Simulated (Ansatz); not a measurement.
A made-up structure of C$_{2}$HMg, doublet:

| atom | x (Å) | y (Å) | z (Å) |
| --- | --- | --- | --- |
| C1 | 1.8317 | -1.0654 | 2.5132 |
| C2 | -0.4968 | 0.2954 | -0.6835 |
| Mg3 | 0.6234 | -0.3865 | 0.8564 |
| H4 | -1.0855 | 0.6513 | -1.4899 |

It is relaxed with PBE-D4/def2-SVP and then PBE0-D4/def2-TZVP (Ansatz 0.2.0). Atoms count as bonded within 1.22 times the sum of their covalent radii (H–H: 0.88 Å). The end point is not checked to be a true minimum.

Q: Does its bonding change? (A judgement: the text doesn't fix the answer.)

A: Computed: No: no bond forms or breaks.

Where it ends: The first stage lowers the energy by 0.08 eV in 3 steps. It ends as C₂HMg ([C][Mg][CH]):
```
4
angstrom
C 1.7705 -1.0409 2.4297
C -0.4664 0.2780 -0.6412
Mg 0.6404 -0.3777 0.8788
H -1.0717 0.6353 -1.4710
```

Labels in which every atom is bracketed show which atoms are joined, not bond orders.

For scale, one of the runs: PBE0-D4/def2-TZVP relaxation, 100 basis functions, launched by `ansatz run in.yaml --threads 2 --pin off --events-out ev --progress --plain --max-ram 4352MiB`. The run took about 56 s on 2 CPU threads of an Arm Neoverse V2 (shared host).
